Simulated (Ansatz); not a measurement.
**CH3Si (doublet): wave-function methods side by side at a displaced geometry (v1), cc-pVDZ**

An exercise on one series of results from a longer session: the logs are not shown, and one member is left open.

Method: cc-pVDZ, core rule «outside noble gas», up to 6 orbitals frozen; program: Ansatz 0.2.0, Gaussian basis.

The runs, in order: UHF; CCSD(T) on ROHF; CCSD(T) on UHF; BCCD(T) on ROHF; CISD; CCSDT(Q) on ROHF; CCSDT(Q) on UHF.

21 further runs of the same task are left out: 7 that didn't finish, 14 set aside as unsound or not needed.

### The system

The geometry is a PBE0/def2-TZVP stationary point (not a proven minimum) with its atoms shifted at random (size 0.040 Å).

5 atoms, charge 0, spin multiplicity 2.

Atoms are counted from 1 here; the program's logs count them from 0.

Bond lengths: Si1–C2 1.714 Å, Si1–H3 1.500 Å, C2–H4 1.091 Å, C2–H5 1.120 Å. Angles: C2–Si1–H3 119.5°, Si1–C2–H4 120.4°, Si1–C2–H5 127.0°, H4–C2–H5 112.0°.

Set-up of the first run:

Input file in.yaml:

```yaml
crystal:
  periodic: [false, false, false]
  atoms:
    - {symbol: Si, position_ang: [0.002723, -0.084988, 0.563485]}
    - {symbol: C, position_ang: [0.001889, 0.076015, -1.143021]}
    - {symbol: H, position_ang: [0.049853, 1.145523, 1.420519]}
    - {symbol: H, position_ang: [-0.052923, 1.062971, -1.604248]}
    - {symbol: H, position_ang: [-0.095308, -0.746180, -1.897029]}
basis:
  gaussian: {orbitals: cc-pVDZ}
magnetization: {spin_polarized: true, initial_magnetization: 1}
hamiltonian: {xc: hf}
output: {orbitals: {seedname: orbitals}}
```

On the command line:

```bash
$ ansatz run in.yaml --threads 1 --pin off --events-out ev --progress --plain --max-ram 2393MiB
```

Steps of the session up to this table: UHF; CCSD(T) on ROHF; CCSD(T) on UHF; BCCD(T) on ROHF; CISD; CCSDT(Q) on ROHF; CCSDT(Q) on UHF.

One of the session's tables, all rows but one given; the rest of the session is left out.

| method | from RCCSDT(Q) (meV) |
| --- | --- |
| ROHF | +7289.1 |
| UHF | +6951.1 |
| RMP2 | +1169.6 |
| UMP2 | +1532.6 |
| CISD | +926.1 |
| RCCSD | +330.2 |
| UCCSD | +336.8 |
| RCCSD(T) | +53.7 |
| UCCSD(T) | +84.0 |
| BCCD(T) | +54.9 |
| RCCSDT | +21.6 |
| UCCSDT | ? |
| RCCSDT(Q) | 0 |
| UCCSDT(Q) | -2.7 |

Q: Estimate the row for UCCSDT from the others.

The run gave: from RCCSDT(Q) (meV): +20.5. In the column «from RCCSDT(Q) (meV)» it lies between RCCSDT(Q) (0) and RCCSDT (+21.6).

Limits of these values: Restricted and unrestricted rows rest on different reference determinants; where their highest levels disagree by more than a few hundredths of an eV, they describe different states and don't form one ladder.
